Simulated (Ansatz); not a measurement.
Geometry optimisation, UKS PBE0/6-31G in Ansatz 0.2.0.

input.yaml

```yaml
crystal:
  periodic: [false, false, false]
  atoms:
    - { symbol: "N", position_ang: [-0.53051, 0.21959, -0.73638] }
    - { symbol: C, position_ang: [0.42336, -0.02555, 0.30641] }
    - { symbol: S, position_ang: [0.86484, -1.75867, 0.44964] }
    - { symbol: H, position_ang: [-0.71784, -0.61024, -1.28538] }
    - { symbol: H, position_ang: [-0.24441, 0.97907, -1.34097] }
    - { symbol: H, position_ang: [0.07481, 0.26114, 1.31427] }
    - { symbol: H, position_ang: [1.3394, 0.53386, 0.09169] }
magnetization:
  spin_polarized: true
  initial_magnetization: 1
basis:
  gaussian: { orbitals: "6-31G" }
hamiltonian:
  xc: pbe0
relax:
  f_tol: 0.015
  max_steps: 40
```

Run as:

```bash
$ ansatz run input.yaml --threads 1 --pin off --max-ram 2048MiB --backend cpu --events-out ev --progress --plain --runs-dir out
```

Question: Where does it end, and by what steps?

Answer: The forces met the threshold. Limits of this set-up: no polarisation functions. After 9 steps the energy has fallen by 0.350 eV; H4 moved furthest, 0.81 Å.

```
step  energy less start (eV)  largest force component (eV/Å)  accepted
   0                  0.0000                           1.305       yes
   1                 -0.1093                           0.695       yes
   2                 -0.1383                           0.436       yes
   3                 -0.2075                           0.652       yes
   4                 -0.2568                           0.930       yes
   5                 -0.3325                           0.263       yes
   6                 -0.3488                           0.075       yes
   7                 -0.3497                           0.039       yes
   8                 -0.3495                           0.074        no
   9                 -0.3498                           0.005       yes
```

```xyz
7
Properties=species:S:1:pos:R:3
N -0.391 0.320 -0.814
C 0.422 -0.011 0.289
S 1.276 -1.743 0.304
H -1.273 -0.158 -0.903
H 0.068 0.500 -1.693
H -0.147 0.003 1.223
H 1.256 0.688 0.395
```

Time of the run: 39 s on 1 thread of Intel(R) Xeon(R) Processor @ 2.70GHz, with other jobs on the host, peak memory 0.14 GiB.
